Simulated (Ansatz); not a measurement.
SiH2 (SMILES [SiH2], charge +1) moved off its minimum; all values from Ansatz (a first-principles code), cores frozen in correlated methods. Open shells are unrestricted.
(charge 1, multiplicity 2)
```xyz
3

Si    -0.02192     0.23437     0.22752
H     -1.32695    -0.79278     0.03293
H      0.97248    -0.91179     0.02057
```

Forces at r2SCAN/def2-TZVPP (eV/Å):

```tsv
atom	Fx	Fy	Fz
Si1	-1.352	-2.979	-0.554
H2	0.829	1.919	0.357
H3	0.522	1.060	0.197
```

**Question.** Give the forces (eV/Å), the total energy and the dipole at CCSD(T)/aug-cc-pV(T+d)Z.

**Answer.** 
```tsv
atom	Fx	Fy	Fz
Si1	-1.307	-2.987	-0.556
H2	0.828	1.900	0.353
H3	0.479	1.086	0.202
```
Energy -289.8185 hartree.
